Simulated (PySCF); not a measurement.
**ORD: SMILES C[C@H]1C[C@@H]1S, C4H8S**

Geometry:
```json
{"atom": "C1", "x (Å)": "-1.750", "y (Å)": "-0.274", "z (Å)": "0.050"}
{"atom": "C2", "x (Å)": "-0.415", "y (Å)": "0.249", "z (Å)": "-0.414"}
{"atom": "C3", "x (Å)": "0.542", "y (Å)": "0.868", "z (Å)": "0.560"}
{"atom": "C4", "x (Å)": "0.841", "y (Å)": "-0.475", "z (Å)": "-0.036"}
{"atom": "S5", "x (Å)": "2.145", "y (Å)": "-0.621", "z (Å)": "-1.270"}
{"atom": "H6", "x (Å)": "-2.481", "y (Å)": "0.532", "z (Å)": "0.073"}
{"atom": "H7", "x (Å)": "-2.111", "y (Å)": "-1.047", "z (Å)": "-0.625"}
{"atom": "H8", "x (Å)": "-1.670", "y (Å)": "-0.697", "z (Å)": "1.049"}
{"atom": "H9", "x (Å)": "-0.432", "y (Å)": "0.680", "z (Å)": "-1.408"}
{"atom": "H10", "x (Å)": "0.269", "y (Å)": "0.901", "z (Å)": "1.605"}
{"atom": "H11", "x (Å)": "1.133", "y (Å)": "1.710", "z (Å)": "0.233"}
{"atom": "H12", "x (Å)": "0.763", "y (Å)": "-1.357", "z (Å)": "0.586"}
{"atom": "H13", "x (Å)": "3.163", "y (Å)": "-0.470", "z (Å)": "-0.422"}
```

Method used: TDDFT wB97X-D/aug-cc-pVDZ circular dichroism and optical rotation, one conformer, gas phase (PySCF). Geometry: GFN2-xTB.

The molecule is flexible and this is one conformer; a measurement averages over conformers.

Stereocentres: C2 S, C4 S.

(1) What is the specific rotation at 633, 589.3, 546, 436, 405, 365, 355 nm?

(2) And for the mirror image at 589.3 nm?

(3) What is the molar rotation [Φ] = [α]·M/100 of the geometry above at 589.3 nm?

Answers

(1) [α] in deg dm⁻¹ (g/mL)⁻¹:
| λ (nm) | origin-invariant length gauge | modified velocity gauge | length gauge (centre of mass) | isotropic polarisability (au) |
| --- | --- | --- | --- | --- |
| 633 | +115.7 | +113.0 | +115.8 | 70.5 |
| 589.3 | +133.7 | +130.5 | +133.8 | 70.7 |
| 546 | +155.9 | +152.0 | +156.1 | 71.1 |
| 436 | +242.3 | +235.4 | +242.6 | 72.5 |
| 405 | +277.3 | +268.8 | +277.5 | 73.1 |
| 365 | +328.1 | +316.4 | +328.3 | 74.2 |
| 355 | +340.5 | +327.8 | +340.7 | 74.6 |

(2) -133.7 deg dm⁻¹ (g/mL)⁻¹ (origin-invariant length gauge): the same size and the opposite sign.

(3) With M = 88.17 g/mol, +117.9 deg cm² dmol⁻¹ (origin-invariant length gauge).

The first excitation lies at 5.58 eV (222 nm) with R = -7.4 × 10⁻⁴⁰ esu² cm² (velocity form).
